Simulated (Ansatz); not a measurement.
Two shapes of singlet C3H8.

Shape 1:

```xyz
11

C    -0.0014   -0.2667   -1.2721
C    -0.0077    0.5858   -0.0001
C     0.0003   -0.2661    1.2673
H    -0.0002    0.3698   -2.1646
H     0.8915   -0.9156   -1.3270
H    -0.8826   -0.9111   -1.3124
H    -0.8701    1.2492    0.0036
H     0.8725    1.2545   -0.0008
H    -0.0050    0.3719    2.1827
H    -0.8939   -0.9012    1.3190
H     0.8909   -0.9176    1.3175
```

Shape 2:

```xyz
11

C     0.0036   -0.2926   -1.2923
C    -0.0268    0.6098    0.0196
C     0.0106   -0.2665    1.2904
H     0.0348    0.4024   -2.1593
H     0.8810   -0.9466   -1.3826
H    -0.8815   -0.9580   -1.3022
H    -0.8707    1.2409   -0.0618
H     0.9311    1.1934    0.0130
H     0.0096    0.3839    2.2151
H    -0.9478   -0.8949    1.2883
H     0.8757   -0.8589    1.2903
```

Basis set: STO-3G (spherical functions). Left uncorrelated: 3 orbitals. Charge 0, multiplicity 1.

Computed with Ansatz (development build ahead of 0.2.0); each method stands on the lowest determinant of its kind that the runs found.

Task: Which shape is lower in energy, and by how much in each method?

Result:

```tsv
method	E(2) − E(1) (eV)
RHF	0.356
RHF-MP2	0.280
```

Shape 1 is lower.
